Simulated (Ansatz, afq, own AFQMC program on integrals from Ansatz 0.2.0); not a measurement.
**SiH$_{2}$, triplet in cc-pVTZ, levels against CCSDT(Q)**

```yaml
atoms:
  - { symbol: H, position_ang: [0.0000, 0.0000, -1.2487] }
  - { symbol: H, position_ang: [0.0000, 0.0000, -0.2587] }
  - { symbol: Si, position_ang: [0.0000, 0.0000, 1.5073] }
```

Basis cc-pVTZ. Noble-gas cores (and the filled d shells of Ga–Kr and In–Xe) are frozen. Ansatz 0.2.0 and our own AFQMC program on the same integrals; the CISD trial comes from CCSD amplitudes, and released means the phaseless constraint is let go. ± is one standard error of the sampling.

Determinant: UHF, the one that the program's search chose, which needn't be the lowest solution. The geometry is a point of a scan.

No full CI on the walks' own integrals is used here; CCSDT(Q) serves as the reference and is uncertain by about the last step of the cluster series.

Cautions: lower spins were not checked.

- T1 diagnostic: 0.0166
- weight of the determinant in the CISD state: 0.902
- ⟨S²⟩ of the determinant: 2.030
- size of the correlated space: 6 electrons in 57 orbitals

Reference: CCSDT(Q), correlation energy -3.592 eV. The released energy is read at 2.40 1/Eh (meV from the phaseless value at times in 1/Eh: -3.0 ± 2.1 at 0.24, -5.4 ± 2.1 at 0.51, -11.4 ± 1.6 at 0.99, -13.8 ± 1.5 at 1.62, -14.1 ± 1.8 at 2.40).

```tsv
level	E − E(reference) (kJ/mol)	share of correlation (%)
HF	346.6	0.00
MP2	85.1	75.44
CCSD	14.3	95.88
CCSD(T)	3.2	99.09
CCSDT	0.4	99.88
ph-AFQMC/HF	10.8 ± 1.9	96.89
ph-AFQMC/CISD	1.4 ± 0.2	99.60
released AFQMC	0.0 ± 0.2	99.99
```

A walk keeps the symmetry of its determinant, which the program's search chose and which needn't be the lowest solution, so a lower state of the same spin and another symmetry isn't excluded. Released energies are given only where the last usable release times agree within the noise; a slower fall can still hide under it.
